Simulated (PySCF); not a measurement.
The first ionisation energy along the second row

Calculated with PySCF 2.14 from differences of total energies of unrestricted determinants, without spin-orbit coupling. Values in eV. The last column holds reference values (NIST; (s) semi-empirical, (t) theoretical, else measured). Unmarked ones compare directly (S terms, centres of terms, or small fine structure); those marked * lie between the lowest fine-structure levels and include a spin-orbit shift.

```json
{"element": "Li (dyall-acv3z, non-relativistic)", "configurations": "[He] 2s1 → 1s2", "UHF": "5.343", "CCSD (valence and next inner shell)": "5.386", "MP2 (valence)": "n/a", "SCS-MP2 (valence)": "n/a", "LDA": "5.473", "PBE": "5.589", "reference": "5.392"}
{"element": "B (dyall-acv3z, non-relativistic)", "configurations": "[He] 2s2 2p1 → [He] 2s2", "UHF": "8.042", "CCSD (valence and next inner shell)": "8.201", "MP2 (valence)": "8.267", "SCS-MP2 (valence)": "8.233", "LDA": "8.647", "PBE": "8.673", "reference": "8.297"}
{"element": "C (dyall-acv3z, non-relativistic)", "configurations": "[He] 2s2 2p2 → [He] 2s2 2p1", "UHF": "10.801", "CCSD (valence and next inner shell)": "11.176", "MP2 (valence)": "11.254", "SCS-MP2 (valence)": "11.122", "LDA": "11.694", "PBE": "11.542", "reference": "11.262"}
{"element": "N (dyall-acv3z, non-relativistic)", "configurations": "[He] 2s2 2p3 → [He] 2s2 2p2", "UHF": "13.896", "CCSD (valence and next inner shell)": "14.465", "MP2 (valence)": "14.586", "SCS-MP2 (valence)": "14.327", "LDA": "15.010", "PBE": "14.733", "reference": "14.545"}
{"element": "O (dyall-acv3z, non-relativistic)", "configurations": "[He] 2s2 2p4 → [He] 2s2 2p3", "UHF": "12.020", "CCSD (valence and next inner shell)": "13.383", "MP2 (valence)": "13.337", "SCS-MP2 (valence)": "13.443", "LDA": "14.002", "PBE": "14.058", "reference": "13.608"}
{"element": "F (dyall-acv3z, non-relativistic)", "configurations": "[He] 2s2 2p5 → [He] 2s2 2p4", "UHF": "15.652", "CCSD (valence and next inner shell)": "17.205", "MP2 (valence)": "17.302", "SCS-MP2 (valence)": "17.293", "LDA": "17.959", "PBE": "17.656", "reference": "17.427"}
{"element": "Ne (dyall-acv3z, non-relativistic)", "configurations": "[Ne] → [He] 2s2 2p5", "UHF": "19.661", "CCSD (valence and next inner shell)": "21.380", "MP2 (valence)": "21.642", "SCS-MP2 (valence)": "21.496", "LDA": "22.189", "PBE": "21.661", "reference": "21.597"}
```

Question: Fill in the row of Be (dyall-acv3z, non-relativistic) ([He] 2s2 → [He] 2s1).

Answer: UHF 8.043; CCSD (valence and next inner shell) 9.298; MP2 (valence) 8.837; SCS-MP2 (valence) 8.996; LDA 9.026; PBE 8.997; reference 9.323 (eV).

"Valence" correlates the outer s and p shells and, in groups 3 to 12 and the f block, the outer d or f shell, open or full, or the next shell where the ion has no valence electron left; the wider scheme adds the next inner shell.
